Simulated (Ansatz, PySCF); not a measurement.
Potential energy curve for SMILES [Cl][Al]([Cl])[Cl]. The Al1–Cl4 bond (Al1 also carries Cl, Cl; Cl4 carries nothing else) is stretched with both fragments frozen at the PBE0/def2-TZVP optimised geometry.

Levels of theory: UHF/cc-pVTZ (Ansatz, a quantum-chemistry and plane-wave program); RHF/cc-pVTZ (Ansatz); UKS-PBE = unrestricted PBE/cc-pVTZ in Ansatz; RKS-PBE = restricted PBE/cc-pVTZ (Ansatz); UKS-B3LYP = unrestricted B3LYP/cc-pVTZ run with Ansatz; RKS-B3LYP = restricted B3LYP/cc-pVTZ in Ansatz; UKS-B3LYP/6-31G* = unrestricted B3LYP/6-31G*, spherical d run with PySCF 2.14.0; RKS-B3LYP/6-31G* = restricted B3LYP/6-31G*, spherical d (PySCF); UKS-M06-2X/6-31G* = unrestricted M06-2X/6-31G*, spherical d in PySCF; RKS-M06-2X/6-31G* = restricted M06-2X/6-31G*, spherical d in PySCF.

Scanned distances (Å): 1.65, 1.77, 1.84, 1.95, 1.99, 2.07, 2.15, 2.20, 2.27, 2.41, 2.58, 2.80, 3.16, 3.42, 3.73, 4.12, 4.49, 5.08, 5.56, 6.14, 7.13.

Question: Where does the unrestricted solution first break spin symmetry (<S²> of 0.01 or more)?

Answer: UHF: between 2.80 and 3.16 Å; UKS-PBE: between 3.42 and 3.73 Å; UKS-B3LYP: between 3.42 and 3.73 Å; UKS-B3LYP/6-31G*: between 3.16 and 3.42 Å; UKS-M06-2X/6-31G*: between 3.16 and 3.42 Å.

```csv
R / Å,<S²> UHF,E(RHF) − E(UHF) / mEh,<S²> UKS-PBE,E(RKS-PBE) − E(UKS-PBE) / mEh,<S²> UKS-B3LYP,E(RKS-B3LYP) − E(UKS-B3LYP) / mEh,<S²> UKS-B3LYP/6-31G*,E(RKS-B3LYP/6-31G*) − E(UKS-B3LYP/6-31G*) / mEh,<S²> UKS-M06-2X/6-31G*,E(RKS-M06-2X/6-31G*) − E(UKS-M06-2X/6-31G*) / mEh
1.65,0.00,0.0,0.00,0.0,0.00,0.0,0.00,0.0,0.00,0.0
1.77,0.00,0.0,0.00,0.0,0.00,0.0,0.00,0.0,0.00,0.0
1.84,0.00,0.0,0.00,0.0,0.00,0.0,0.00,0.0,0.00,0.0
1.95,0.00,0.0,0.00,0.0,0.00,0.0,0.00,0.0,0.00,0.0
1.99,0.00,0.0,0.00,0.0,0.00,0.0,0.00,0.0,0.00,0.0
2.07,0.00,0.0,0.00,0.0,0.00,0.0,0.00,0.0,0.00,0.0
2.15,0.00,0.0,0.00,0.0,0.00,0.0,0.00,0.0,0.00,0.0
2.20,0.00,0.0,0.00,0.0,0.00,0.0,0.00,0.0,0.00,0.0
2.27,0.00,0.0,0.00,0.0,0.00,0.0,0.00,0.0,0.00,0.0
2.41,0.00,0.0,0.00,0.0,0.00,0.0,0.00,0.0,0.00,0.0
2.58,0.00,0.0,0.00,0.0,0.00,0.0,0.00,0.0,0.00,0.0
2.80,0.00,0.0,0.00,0.0,0.00,0.0,0.00,0.0,0.00,0.0
3.16,0.36,2.2,0.00,0.0,0.00,0.0,0.00,0.0,0.00,0.0
3.42,0.73,14.9,0.00,0.0,0.00,0.0,0.03,0.0,0.26,1.8
3.73,0.90,34.6,0.16,0.3,0.35,2.6,0.38,3.2,0.53,9.4
4.12,0.98,58.3,0.46,3.9,0.58,9.1,0.60,9.9,0.74,20.4
4.49,1.00,77.4,0.60,7.9,0.69,15.1,0.71,16.1,0.87,30.1
5.08,1.01,100.7,0.70,12.8,0.79,22.5,0.81,23.7,0.97,43.4
5.56,1.01,114.5,0.75,15.3,0.84,26.8,0.85,27.9,1.00,51.5
6.14,1.01,126.5,0.77,17.2,0.87,30.3,0.88,31.4,1.00,58.6
7.13,1.01,139.6,0.80,18.9,0.90,33.9,0.91,35.0,1.00,65.8
```
